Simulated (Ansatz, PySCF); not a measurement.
O2, SMILES O=O (connectivity only; charge and spin as stated), charge -1, multiplicity 2. Atoms are numbered in the order given.

```xyz
2

O      0.0000     0.0000    -0.6608
O      0.0000     0.0000     0.6608
```
Charge -1, spin multiplicity 2.

Geometry: PBE0-D3(BJ)/def2-TZVPD.

Two levels are set side by side: PBE-D3(BJ)/def2-TZVPD (Ansatz, a program for electronic structure) and PBE0-D3(BJ)/def2-TZVPD (Ansatz). Each level has its own optimised geometry; the coordinates shown are those of the second. Frequencies come from the Hessian of PySCF at each geometry. Differences are taken from unrounded values.

```json
[
 {"quantity": "bond O1–O2 (Å)", "PBE0-D3(BJ)": "1.322", "PBE-D3(BJ)": "1.352", "PBE-D3(BJ) minus PBE0-D3(BJ)": "0.031"},
 {"quantity": "highest harmonic wavenumber (cm⁻¹)", "PBE0-D3(BJ)": "1237", "PBE-D3(BJ)": "1108", "PBE-D3(BJ) minus PBE0-D3(BJ)": "-128"},
 {"quantity": "mean harmonic wavenumber (cm⁻¹)", "PBE0-D3(BJ)": "1237", "PBE-D3(BJ)": "1108", "PBE-D3(BJ) minus PBE0-D3(BJ)": "-128"},
 {"quantity": "zero-point energy (kcal/mol)", "PBE0-D3(BJ)": "1.77", "PBE-D3(BJ)": "1.58", "PBE-D3(BJ) minus PBE0-D3(BJ)": "-0.18"}
]
```
